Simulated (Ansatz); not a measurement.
## doublet HO3: levels of theory in one basis

```yaml
atoms:
  - { symbol: H, position_ang: [-0.0227, 0.6009, -0.9153] }
  - { symbol: O, position_ang: [-0.0042, -0.4037, -0.9307] }
  - { symbol: O, position_ang: [0.0190, -0.6436, 0.5683] }
  - { symbol: O, position_ang: [-0.0076, 0.4346, 1.2075] }
```

Basis set: cc-pVTZ (spherical functions). Left uncorrelated: 3 orbitals. Correlation on ROHF uses semicanonical orbitals with singles. Charge 0, multiplicity 2.

Computed with Ansatz (development build ahead of 0.2.0); each method stands on the lowest determinant of its kind that the runs found.

```json
{"method": "ROHF", "E − E(ROHF) (eV)": "0.00", "<S²> of the determinant": "0.75"}
{"method": "UHF", "E − E(ROHF) (eV)": "-0.33", "<S²> of the determinant": "1.00"}
{"method": "ROHF-MP2", "E − E(ROHF) (eV)": "-19.30", "<S²> of the determinant": "–"}
```

(1) What does UHF-MP2 give on the same scale?

(2) Is a single determinant a sound starting point here?

Results:

(1) -18.80 eV.

(2) Only with care. Unrestricted orbitals gain 0.33 eV and <S²> is 1.00 against 0.75 for a pure state, a contamination that matters most for the unrestricted series.

Caution for UHF, UHF-MP2: the unrestricted determinant is spin contaminated. Caution for ROHF-MP2, UHF-MP2: forces differ strongly between restricted and unrestricted references.
